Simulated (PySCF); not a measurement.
# quartet N2H: levels of theory compared

Aim: a comparison of 6 runs (UPBE0/STO-3G, NEVPT2(11,9)/STO-3G, NEVPT2(5,5)/STO-3G, UCCSDT/STO-3G, UCISD/STO-3G, FCI/STO-3G) of quartet N2H. 

The results are computed with PySCF 2.14.0.

9 further runs of the same task are left out: 9 set aside as unsound or not needed.

### Step 1. The structure to begin with

N2H: 3 atoms, total charge 0, spin state quartet. As SMILES of the parent species, `[N]=N`. The coordinates come from a PBE0-D4/def2-TZVP relaxation. That shape belongs to the parent species and isn't relaxed for this state.

Bond lengths: N1–N2 1.165 Å, N2–H3 1.057 Å. Angles: N1–N2–H3 117.5°.

### Step 2. The energy at UPBE0/STO-3G (run 1)

Input file job.py:

```python
from pyscf import gto, dft

mol = gto.M(
    atom='''
N      0.710530    -0.606720     0.326180
N     -0.268660    -0.217710    -0.170100
H     -0.441870     0.824430    -0.156080
''',
    spin=3,
    charge=0,
    verbose=4,
    max_memory=1860,
    basis='sto-3g',
)

mf = dft.UKS(mol)
mf.xc = 'pbe0'
mf.conv_tol = 1e-10
mf.grids.level = 5
mf.kernel()
if not mf.converged:
    mf = mf.newton().run(mf.mo_coeff, mf.mo_occ)

e_final = mf.e_tot
print('E = %.10f Eh' % e_final)
```

Run with:

```bash
$ OMP_NUM_THREADS=1 python job.py
```

Log:

```text
PySCF version 2.14.0

[... 51 lines left out ...]
[... the frontier-level lines of each cycle are left out ...]
[... 11 lines left out ...]
[... 11 lines left out ...]
[... 11 lines left out ...]
[... 11 lines left out ...]
[... 1 line left out ...]
cycle= 9 E= -108.218686342138  delta_E= -4.9e-09  |g|= 3.76e-06  |ddm|= 0.000305


cycle= 10 E= -108.218686342172  delta_E= -3.32e-11  |g|= 4.97e-07  |ddm|= 1.94e-05


Extra cycle  E= -108.218686342172  delta_E= -4.55e-13  |g|= 2.2e-07  |ddm|= 1.52e-06
converged SCF energy = -108.218686342172  <S^2> = 3.7508648  2S+1 = 4.0004324
E = -108.2186863422 Eh
```

Wall time 3.3 s (1 thread of AMD EPYC 7R43 (Zen 3), shared host); peak memory 0.16 GiB.

### Step 3. A single-point energy at NEVPT2(11,9)/STO-3G (run 2)

Input file calc.py:

```python
import numpy
from pyscf import gto, scf, mp, mcscf, mrpt

mol = gto.M(
    atom='''
N        0.710530      -0.606720       0.326180
N       -0.268660      -0.217710      -0.170100
H       -0.441870       0.824430      -0.156080
''',
    verbose=3,
    spin=3,
    basis='sto-3g',
    max_memory=1860,
)

mf = mol.ROHF()
mf.conv_tol = 1e-10
mf.kernel()
if not mf.converged:
    mf = mf.newton().run(mf.mo_coeff, mf.mo_occ)

pt = mp.MP2(scf.addons.convert_to_uhf(mf)).run()
noons, natorbs = mcscf.addons.make_natural_orbitals(pt)
print('natural occupations', numpy.round(noons[:40], 4))
cas = mcscf.CASSCF(mf, 9, 11)
cas.fix_spin_(ss=3.75)
cas.natorb = True
cas.kernel(natorbs)
e_pt2 = mrpt.NEVPT(cas).kernel()
energy = cas.e_tot + e_pt2
print('E(%s) = %.9f' % ('NEVPT2', energy))
```

Run with:

```bash
$ OMP_NUM_THREADS=1 python calc.py
```

Log:

```text
converged SCF energy = -107.79797579802
E(UMP2) = -107.845173094021  E_corr = -0.0471972960001628
E(SCS-UMP2) = -107.844957464083  E_corr = -0.0469816660620737
natural occupations [2.     2.     1.9963 1.9922 1.9919 1.9868 1.0071 1.0035 1.     0.0119
 0.0102]
CASSCF energy = -107.873237882608
CASCI E = -107.873237882608  E(CI) = -34.6680797043002  S^2 = 3.7500000
Sr    (-1)',   E = -0.00000000000000
Si    (+1)',   E = -0.00018695099844
Sijrs (0)  ,   E = 0.00000000000000
Sijr  (+1) ,   E = -0.00000000000000
Srsi  (-1) ,   E = -0.00000000000000
Srs   (-2) ,   E = 0.00000000000000
Sij   (+2) ,   E = -0.00008307101750
Sir   (0)' ,   E = -0.00000000000000
Nevpt2 Energy = -0.000270022015937
E(NEVPT2) = -107.873507905
```

Wall time 4.2 s (1 thread of AMD EPYC 7R43 (Zen 3), shared host); peak memory 0.13 GiB.

Runs 3 to 5 aren't shown in full; the table further down has their settings and results.

### Step 4. The energy at FCI/STO-3G (run 6)

Input file input.py:

```python
from pyscf import gto, scf, mcscf

molecule = gto.M(
    atom='''
N    0.710530  -0.606720   0.326180
N   -0.268660  -0.217710  -0.170100
H   -0.441870   0.824430  -0.156080
''',
    verbose=4,
    spin=3,
    max_memory=1860,
    basis='sto-3g',
    charge=0,
)

mf = scf.ROHF(molecule)
mf.conv_tol = 1e-10
mf.kernel()
if not mf.converged:
    mf = mf.newton().run(mf.mo_coeff, mf.mo_occ)

cas = mcscf.CASCI(mf, mf.mo_coeff.shape[-1] - 2, (molecule.nelec[0] - 2, molecule.nelec[1] - 2))  # full CI above the frozen core
cas.fix_spin_(ss=3.75)
cas.kernel()
energy = cas.e_tot
print(f'total energy: {energy:.8f} hartree')
```

Run with:

```bash
$ OMP_NUM_THREADS=1 python input.py
```

Log:

```text
PySCF version 2.14.0

[... 63 lines left out ...]
converged SCF energy = -107.79797579802
[... 1 line left out ...]
******** <class 'pyscf.mcscf.casci.CASCI'> ********
CAS (7e+4e, 9o), ncore = 2, nvir = 0
natorb = False
canonicalization = True
sorting_mo_energy = False
******** <class 'pyscf.fci.addons.SpinPenaltyFCISolver'> ********
max. cycles = 200
conv_tol = 1e-08
davidson only = True
linear dependence = 1e-12
level shift = 0.001
max iter space = 12
nroots = 1
pspace_size = 400
spin = None
Density matrix diagonal elements [1.99146334 1.97268497 1.87935153 1.96130096 1.10174795 1.00606907
 1.03735675 0.02990638 0.02011904]
CASCI converged
CASCI E = -107.873223714883  E(CI) = -34.6691305753242  S^2 = 3.7500000
total energy: -107.87322371 hartree
```

It took 1.3 s on 1 thread of AMD EPYC 7R43 (Zen 3), shared host; peak memory 0.12 GiB.

### Step 5. The series

| run | level | integration grid | active selection | energy (Eh) | dipole moment (D) of the reference | wall time |
| --- | --- | --- | --- | --- | --- | --- |
| 1 | UPBE0/STO-3G | 5 | – | -108.218686 | 1.02 | 3.3 s |
| 2 | NEVPT2(11,9)/STO-3G | – | mp2 natural orbitals | -107.873508 | 1.63 | 4.2 s |
| 3 | NEVPT2(5,5)/STO-3G | – | mp2 natural orbitals | -107.851810 | 1.63 | 1.8 s |
| 4 | UCCSDT/STO-3G | – | – | -107.873085 | 1.62 | 1.4 s |
| 5 | UCISD/STO-3G | – | – | -107.868058 | 1.62 | 1.1 s |
| 6 | FCI/STO-3G | – | – | -107.873224 | 1.63 | 1.3 s |

### Step 6. Summary of results

| quantity | value |
| --- | --- |
| run 6: total energy | -107.87322 Eh |
| run 6: dipole moment (Hartree–Fock density) | 1.63 D |
| run 6: correlation energy (2 core orbitals frozen) | -75.2 mEh |

**Reading.** Against full CI in this basis: UCCSDT +0.1 mEh; UCISD +5.2 mEh. In runs 1, 2, 3, 4, 5, 6 the basis is minimal, so the values are rough. All runs together took 13 s, the longest 4.2 s.
